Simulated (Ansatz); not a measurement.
A made-up structure of B2H4, singlet:

B1  (-0.252, -0.769, -0.081)
B2  (0.252, 0.769, 0.081)
H3  (-1.232, -1.181, 0.477)
H4  (0.676, 1.747, 0.514)
H5  (-0.118, 1.643, -0.655)
H6  (1.019, 1.103, 0.943)
(Å)

It is relaxed with PBE-D4/def2-SVP and then PBE0-D4/def2-TZVP (Ansatz 0.2.0). Atoms count as bonded within 1.22 times the sum of their covalent radii (H–H: 0.88 Å). The end point is not checked to be a true minimum.

Problem. Does its bonding change? (Judge from chemistry; the calculation decides.)

Solution. By the calculation: Yes. Formed: B1–H5, B1–H6; broken: H4–H6.

Where it ends: The first stage lowers the energy by 4.07 eV in 17 steps. It ends as B₂H₄ ([H]1[BH]2[H][BH]12):
```xyz
6
angstrom
B -0.3065 -0.1346 0.1625
B 0.7164 0.8899 -0.0267
H -1.1930 -0.8756 0.3804
H 1.4683 1.7899 -0.1121
H -0.5840 1.0953 -0.3118
H 0.2429 0.5464 1.1867
```

Labels in which every atom is bracketed show which atoms are joined, not bond orders.

For scale, one of the runs: PBE0-D4/def2-TZVP relaxation, 86 basis functions, launched by `ansatz run in.yaml --threads 2 --pin off --events-out ev --progress --plain --max-ram 4352MiB`. The run took about 4.7 s on 2 CPU threads of an Arm Neoverse V1 (shared host).
